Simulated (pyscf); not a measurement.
H₂N–SiH₂–NH–SiH₂–NH₂ + hydrogen chloride (HCl) -> H₂N–SiH₂–NH–SiH(NH₂)–Cl + hydrogen (H₂) (four-centre exchange; singlet surface; H–Si, Cl–H broken, Cl–Si, H–H formed). Single points on ωB97X-D3(BJ)/def2-SVP structures (PySCF, gas phase). Energies in eV from the separated reactants.

```
level                      barrier  reaction energy
----------------------  ----------  ---------------
ωB97X-D3(BJ)/def2-TZVP        0.90            -1.19
PBE/def2-TZVP                 0.70            -1.07
r²SCAN/def2-TZVP              0.74            -1.17
B3LYP-D3(BJ)/def2-TZVP  (withheld)       (withheld)
ωB97M-D3(BJ)/def2-TZVP        0.92            -1.10
HF/def2-TZVP            (withheld)            -0.96
```

Some entries are withheld; supply them.


- B3LYP-D3(BJ)/def2-TZVP, barrier: 0.85
- B3LYP-D3(BJ)/def2-TZVP, reaction energy: -1.12
- HF/def2-TZVP, barrier: 1.66

The functionals in the table span 0.23 eV in this barrier, from PBE to ωB97M-D3(BJ)/def2-TZVP. This is the saddle that the search found; another between the same sides may lie lower.
